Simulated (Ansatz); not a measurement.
Relative stability

The two ends of one reaction step of CH$_{8}$OSi, singlet (PBE0-D4/def2-TZVP).

A:

```xyz
11
angstrom
Si -0.9354 0.5492 0.3332
C 0.2067 -0.5469 1.3197
H -1.5484 -0.1902 -0.8066
H -2.0466 1.0725 1.1749
H -0.2097 1.7242 -0.2277
H 0.5124 -0.5880 -2.3752
O 1.3501 -0.3343 -1.9797
H -0.3343 -1.4029 1.7289
H 1.0078 -0.9136 0.6751
H 0.6502 0.0038 2.1521
H 1.3469 0.6261 -1.9950
```

B:

| atom | x (Å) | y (Å) | z (Å) |
| --- | --- | --- | --- |
| Si1 | -1.0565 | 1.1554 | -0.8606 |
| C2 | 1.0937 | -1.1089 | 1.3762 |
| H3 | -1.9496 | 2.0425 | -1.6561 |
| H4 | -1.9133 | 0.2023 | -0.1037 |
| H5 | -0.2501 | 1.9654 | 0.0797 |
| H6 | 1.2405 | -0.9045 | 0.3159 |
| O7 | 0.0252 | 0.3698 | -1.8264 |
| H8 | 0.1210 | -1.5775 | 1.5261 |
| H9 | 1.8768 | -1.7780 | 1.7323 |
| H10 | 1.1349 | -0.1742 | 1.9354 |
| H11 | -0.3227 | -0.1925 | -2.5191 |

Ansatz 0.2.0; basis: def2-TZVPP; cores frozen in the correlated methods. B3LYP uses VWN-RPA correlation.

Which structure is lower at CCSD(T), and by how much? (An estimate is asked for; the value comes from the calculation.)

By the calculation: B, by 0.876 eV (electronic energy, against the other). By their contacts, A is a complex of CH₆Si ([CH3][SiH3]) + H₂O and B is a complex of SiH₄O ([OH][SiH3]) + CH₄.

All methods give the same order:

```csv
method,E(B) − E(A) (eV)
SPW92,-0.719
PBE-D4,-0.763
BLYP-D4,-0.887
r2SCAN-D4,-0.869
B97M-V,-0.883
PBE0-D4,-0.796
B3LYP-D4,-0.908
r2SCAN0-D4,-0.873
BHLYP-D4,-0.960
CAM-B3LYP-D4,-0.932
wB97X-V,-0.872
wB97M-V,-0.855
B2PLYP,-0.934
PBE-QIDH,-0.856
RPA on PBE,-0.892
HF,-1.081
MP2,-0.899
CCSD,-0.900
CCSD(T),-0.876
```

No T1 diagnostic of these runs exceeds 0.010.

Labels in which every atom is bracketed show which atoms are joined, not bond orders.

For scale, one of the runs: CCSD(T)/def2-TZVPP, 216 basis functions (an equivalent command: `ansatz run in.yaml --threads 4`). Time: 42 s of wall clock on 4 CPU threads; the host was shared. Peak host memory: 3.2 GiB.
